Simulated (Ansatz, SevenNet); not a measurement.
Elastic constant C11 (GPa) of 36 elemental solids other than molecular ones, computed with the machine-learned potential SevenNet-l3i5 (trained on PBE and PBE+U data) and with PBE in Ansatz (PAW). The set holds measured phases with no doubt noted on the run or the magnetic state but for the caveats below. 7 more of the class have both values but aren't in it, for one of these reasons: built or high-temperature cells, doubts on the run or the magnetic state, unlike cells, values of zero, layered or molecular crystals. Solids without a value at one level (not run, failed, or a magnetic order lost), or held back for tests, aren't counted.

Every twentieth of the way through the set, in order of the shift (worked out from unrounded values):

```tsv
solid	SevenNet-l3i5	PBE	shift (%)
bcc Ba	18.9	11.9	-37
fcc Cu	182	178	-2.5
fcc Ag	111	111	-0.1
fcc Al	105	105	+0.2
fcc Au	154	157	+1.6
fcc Pt	295	306	+3.5
hcp Sc	94.9	101	+6.1
diamond-structure Si	142	153	+7.8
fcc Rh	348	412	+18.4
fcc Pb	37.9	47.1	+24
hcp Zr	114	143	+26
fcc Ir	463	584	+26
α-phase Ga	58.7	75.5	+29
hcp Ti	135	176	+30
hcp Hf	136	180	+33
double-hcp La	36.6	49.6	+35
hcp Cd	61.0	83.9	+38
hcp Ru	408	567	+39
hcp Zn	122	177	+45
hcp Lu	61.1	91.3	+50
hcp Co	155	352	+127
```

The shift from SevenNet-l3i5 to PBE has a median of +25 %, and eight in ten lie between -1.3 % and +44 %; PBE is the larger in 31 of 36. Each level is at its own cell, so the shift holds the change of volume too.

Ansatz's runs of these crystals have no spin polarisation, but for bcc Fe, hcp Co, fcc Ni.

Density-functional runs with spin start from parallel moments for bcc Fe, parallel moments for hcp Co, parallel moments for fcc Ni.

Spin–orbit coupling is left out, also for the solids with elements from indium on (body-centred tetragonal In, fcc Pt, hcp Os, bcc Ba, white tin (β-Sn), double-hcp La, hcp Tl, fcc Ir, hcp Re, hcp Hf and 3 more); its size isn't shown.

Each level is taken at its own relaxed cell. Ansatz's density-functional and Hartree–Fock values are scalar-relativistic unless marked +SOC, with PAW data made under PBE.

Ansatz is a quantum-chemistry and plane-wave program.
